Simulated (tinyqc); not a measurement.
Ways to converge the cycle: SCF convergence aids in the sto-3g basis, for BH, spin multiplicity 3. Computed by the program tinyqc with PySCF. 

Geometry (angstrom):
```
atom,x,y,z
B,0.0000,0.0000,0.0000
H,0.0000,0.0000,1.7850
```

lowest solution found by these runs and by PySCF with stability checks = -24.646426 hartree

UHF with one setting changed at a time; a run stops when the energy changes by less than 1e-09 hartree and the error matrix is below 1e-5. The start is the core Hamiltonian. Damping d keeps d of the old density; a shift (hartree) raises the virtual levels; DIIS n extrapolates F over n matrices.

Largest element of the error matrix X^T (FDS - SDF) X:
```
iteration,plain,damping 0.3,damping 0.6,shift 0.4,DIIS 3,DIIS 8
1,1.8e-01,1.8e-01,1.8e-01,1.8e-01,1.8e-01,1.8e-01
2,5.1e-02,6.0e-02,1.3e-01,2.0e-01,5.1e-02,5.1e-02
3,1.5e-02,2.3e-02,8.5e-02,9.7e-02,1.6e-02,1.6e-02
4,1.4e-02,1.5e-02,5.6e-02,4.6e-02,1.5e-02,1.5e-02
5,1.6e-02,1.5e-02,3.8e-02,2.7e-02,1.6e-02,1.6e-02
6,1.6e-02,1.5e-02,2.7e-02,2.0e-02,1.5e-02,8.3e-03
8,1.6e-02,1.6e-02,1.9e-02,1.7e-02,4.7e-02,3.0e-02
10,1.4e-02,1.6e-02,1.6e-02,1.6e-02,1.5e-02,7.4e-03
14,7.5e-03,1.4e-02,1.6e-02,1.4e-02,3.5e-04,1.4e-02
20,1.8e-03,7.0e-03,1.5e-02,8.6e-03,-,7.3e-03
30,1.3e-04,1.4e-03,9.5e-03,2.2e-03,-,9.8e-03
45,-,9.7e-05,2.7e-03,2.3e-04,-,1.1e-02
60,-,-,6.5e-04,2.3e-05,-,7.1e-03
```

How each run ends:
```
run,iterations,E (hartree),state
plain,41,-24.64643,lowest found
damping 0.3,59,-24.64643,lowest found
damping 0.6,>60,-24.64642,"falls steadily but slowly, by a factor of about 0.91 a step"
shift 0.4,>60,-24.64643,"falls steadily but slowly, by a factor of about 0.86 a step"
DIIS 3,17,-24.64643,lowest found
DIIS 8,>60,-24.62170,wanders without falling
```

3 of 6 runs reach the lowest solution found, in 17 to 59 iterations (fastest: DIIS 3). Not converged: damping 0.6, shift 0.4, DIIS 8. Plain steps already contract here, so damping only slows them. DIIS 3 gains by cancelling the error over several earlier matrices, much as a quasi-Newton step does. DIIS minimises the error, not the energy, so it can stall or settle near a saddle, and its small system turns near-singular when few rotations are active.
